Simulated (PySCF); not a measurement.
**SiO: from constants to spectrum**

RHF-CCSD(T) constants of SiO, ¹Σ⁺ (singlet), closed shell (Si pcseg-1, O pcseg-1; no relativity (PySCF 2.14); masses 27.9769 and 15.9949 u):

```
ωe              : 1201.2 cm⁻¹
ωexe            : 6.02 cm⁻¹
Be              : 0.70114 cm⁻¹
αe              : 0.00492 cm⁻¹
D (centrifugal) : 9.56e-07 cm⁻¹
De to Si + O    : 7.42 eV
```

**Question.** Give the band origin of the fundamental and the first lines of its P and R branches.

**Answer.** ν0 = ωe − 2ωexe = 1189.2 cm⁻¹, B0 = 0.69868, B1 = 0.69376 cm⁻¹.

| J″ | P(J″) − ν0 | R(J″) − ν0 |
| --- | --- | --- |
| 0 |  | 1.388 |
| 1 | -1.397 | 2.765 |
| 2 | -2.805 | 4.133 |
| 3 | -4.221 | 5.491 |
| 4 | -5.648 | 6.839 |
| 5 | -7.085 | 8.177 |
| 6 | -8.531 | 9.505 |

**Question.** Near which J would the R branch turn back, without centrifugal distortion?

**Answer.** At J ≈ (B0 + B1)/(2(B0 − B1)) − 1 ≈ 140.

Correlated steps freeze 6 core orbitals. Correlated levels converge slowly with the basis: in double zeta they bind strong bonds too weakly, by up to about 1 eV, and carry superposition errors of some tenths. Where the molecule has an RHF reference, its open-shell atoms are computed with UHF. The CCSD T1 diagnostic is raised, a sign that a single reference may not be enough here.
